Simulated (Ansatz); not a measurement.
Species: tetrachloromethane, CCl4 (charge 0, singlet). 
Geometry from a B3LYP-D3(BJ)/def2-TZVP (Ansatz, an electronic-structure program) optimisation:
```
C
Cl 1 1.7795
Cl 1 1.7795 2 109.47
Cl 1 1.7795 2 109.47 3 -120.00
Cl 1 1.7795 2 109.47 4 -120.00
```
Charge 0, spin multiplicity 1.

Wanted: atomisation energy (electronic, to ground-state atoms); the coupled-cluster value holds the core correlation from cc-pwCVTZ, in kJ/mol. Correlated levels leave the core frozen unless marked. Open shells are spin-unrestricted. Spin-orbit coupling is left out. Non-relativistic. CBS(X,Y): correlation extrapolated as X^-3; Hartree-Fock from the larger set. [CCSD(T)-MP2]/basis is that difference in the basis named.

Level to compare with: RI-MP2/CBS(aug-cc-pV(T+d)Z,aug-cc-pV(Q+d)Z)+[CCSD(T)-MP2]/aug-cc-pV(T+d)Z plus the core term (Ansatz), 1323.0 kJ/mol. It is a level with limits of its own, and the differences hold the functionals' basis error too.

### Question
Rank these functionals by how close they come to RI-MP2/CBS(aug-cc-pV(T+d)Z,aug-cc-pV(Q+d)Z)+[CCSD(T)-MP2]/aug-cc-pV(T+d)Z, closest first: HSE06/def2-TZVPD (Ansatz); B3LYP/def2-TZVPD (Ansatz); BLYP/def2-TZVPD (Ansatz).

### Answer
HSE06/def2-TZVPD (screened hybrid, 1336.0 kJ/mol, difference 13.0), BLYP/def2-TZVPD (GGA, 1251.9 kJ/mol, difference -71.1), B3LYP/def2-TZVPD (global hybrid, 1240.3 kJ/mol, difference -82.7)
